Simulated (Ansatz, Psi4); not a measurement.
## Exact exchange and the vertical ionisation energy of [SF3]+

[SF3]+: 4 atoms, total charge +1, spin state singlet. SMILES: `F[S+](F)F`. Geometry: relaxed at PBE0-D4/def2-TZVP.

The vertical ionisation energy (to the doublet dication) y, in eV, basis 6-311+G(d,p); a is the functional's share of exact exchange. Programs: Ansatz 0.2.0, Psi4 1.11.

| functional | program | a | y (eV) |
| --- | --- | --- | --- |
| PBE | Ansatz | 0 | 21.92 |
| TPSS | Psi4 | 0 | 21.97 |
| TPSSh | Psi4 | 0.1 | 22.15 |
| B3LYP | Ansatz | 0.2 | ? |
| PBE0 | Ansatz | 0.25 | 22.39 |
| r2SCAN0 | Ansatz | 0.25 | 22.51 |
| BHLYP | Ansatz | 0.5 | 22.74 |

Problem. Fit y = c + s·a to the known rows and predict B3LYP.

Solution. 
1. Means of the 6 rows: a = 0.1833, y = 22.280.
2. Σ(Δa)² = 0.18333, Σ(Δa·Δy) = 0.302, so the slope is 0.302/0.18333 = 1.6473.
3. Intercept: 22.280 − (1.6473) × 0.1833 = 21.978. The largest residual of the fit is 0.12.
4. B3LYP: 21.978 + (1.6473) × 0.2 = 22.31 eV.

The run gave 22.42 eV, so the prediction is off by -0.11 eV, within the largest residual.
